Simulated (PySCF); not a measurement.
# Working out the ionisation energy of N

N [He] 2s2 2p3 (4S) → N+ [He] 2s2 2p2 (3P). All numbers are calculated (PySCF 2.14, no relativity, point nucleus, in aug-cc-pVQZ (6s5p4d3f2g, 80 functions)). Frozen: 1s2. Energies in hartree (1 hartree = 27.21139 eV):

```
             part   N (lower)  N+ (upper)
              UHF  -54.403820  -53.893227
MP2 opposite-spin   -0.073229   -0.063984
    MP2 same-spin   -0.031393   -0.013990
```

**Question.** What does Hartree-Fock give?

**Answer.** (-53.893227) − (-54.403820) = 0.510593 hartree = 13.894 eV.

**Question.** What do MP2 and SCS-MP2 (6/5 opposite-spin, 1/3 same-spin) give?

**Answer.** The opposite-spin parts differ by 0.252 eV and the same-spin parts by 0.474 eV. MP2: 13.894 + (0.252) + (0.474) = 14.620 eV. SCS-MP2: 13.894 + 1.2 × (0.252) + (0.474)/3 = 14.354 eV.

Measured between the centres of the two terms (NIST): 14.545 eV, so MP2 (valence) is off by 0.075 eV.

What remains against the reference includes basis incompleteness, the frozen core and correlation beyond second order.
